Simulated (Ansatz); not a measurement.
Basis-set extrapolation for P₂ (PBE0-D4/def2-TZVP geometry, frozen core, Ansatz 0.2.0). Multiplicity 1, RHF reference.

```csv
,def2-TZVPP,def2-QZVPP
HF,-681.480685,-681.499993
MP2 correlation,-0.277685,-0.299419
CCSD(T) correlation,-0.316608,-0.335625
```

Energies in hartree. Use E(X) = E(∞) + A·exp(−7.88·√X) for Hartree–Fock and E(X) = E(∞) + B·X^(−2.97) for correlation, with X = 3 and 4.

Problem. What is the CCSD(T) energy at the basis-set limit?

Solution. HF limit: -681.499993 + (-0.019308) × 0.13774 = -681.50265. Correlation limit: -0.335625 + (-0.019017) × 0.74074 = -0.34971. Total: -681.85236 hartree, 144.6 kJ/mol below CCSD(T)/def2-TZVPP.
